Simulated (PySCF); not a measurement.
**A diatomic session: LiO**

One table from this session's results is given with a row withheld; the runs are named, their logs left out.

Method: Li x2c-TZVPPall, O x2c-TZVPPall, spin-free X2C with a Gaussian nucleus; program: PySCF 2.14.0.

Set-up of the first run:

The job is set up so:

| Item | Value |
| --- | --- |
| atoms | Li, O |
| charge | 0 |
| basis | Li x2c-TZVPPall, O x2c-TZVPPall |
| Hamiltonian | spin-free X2C with a Gaussian nucleus |
| basis functions | 50 |
| electrons treated | 11 |
| masses in u | 7.0160, 15.9949 |
| levels | PBE0, PBE, r²SCAN, BP86, PW91, B97-3, B3LYP, ωB97X-V, HF, MP2, SCS-MP2, CCSD, CCSD(T) |
| grid | 80 radial by 434 angular points |
| occupations | held fixed by the projection of orbital angular momentum |
| dissociation limit | Li + O, each in its ground configuration |
| starting distance in angstrom | 1.885 |
| values of 2S to try | 1, 3 |

Started as:

```console
> OMP_NUM_THREADS=1 python dia.py task.json out
```

Among the steps run: Set-up; The PBE0 curve of the state that the search chose; Higher solutions at PBE0; PBE (GGA); r²SCAN; BP86 (GGA); PW91 (GGA); B97-3 (global hybrid GGA); B3LYP (global hybrid GGA); ωB97X-V; UHF; Adding correlation.

One table of the session follows, with a row left open; its other results are not shown here.

It belongs to the step «The curves together». Energy (eV) from each level's lowest point:

| R (Å) | UHF | UHF-MP2 | UHF-SCS-MP2 | UHF-CCSD | UHF-CCSD(T) |
| --- | --- | --- | --- | --- | --- |
| 1.449 | 0.498 | 0.550 | 0.552 | n/a | n/a |
| 1.516 | 0.219 | 0.257 | 0.258 | 0.247 | 0.254 |
| 1.584 | ? | ? | ? | ? | ? |
| 1.634 | 0.012 | 0.024 | 0.024 | 0.021 | 0.023 |
| 1.685 | 0.000 | 0.000 | 0.000 | 0.000 | 0.000 |
| 1.736 | 0.020 | 0.009 | 0.009 | 0.012 | 0.009 |
| 1.803 | 0.086 | 0.059 | 0.059 | 0.066 | 0.061 |
| 1.887 | 0.213 | 0.168 | 0.168 | 0.179 | 0.170 |
| 1.988 | 0.409 | 0.343 | 0.344 | 0.359 | 0.345 |
| 2.123 | 0.708 | 0.619 | 0.620 | n/a | n/a |

**Question.** Estimate the row for R (Å) = 1.584.

Worked estimate for «UHF». A straight line through the neighbours (1.516, 0.219) and (1.634, 0.012) gives 0.219 + (0.012 − 0.219) × (1.584 − 1.516) / (1.634 − 1.516) = 0.100; a parabola fitted to 4 rows on both sides gives 0.059.

The run gave: UHF: 0.066; UHF-MP2: 0.089; UHF-SCS-MP2: 0.089; UHF-CCSD: 0.083; UHF-CCSD(T): 0.087. In «UHF» the line misses by +0.034 and the parabola by -0.007.
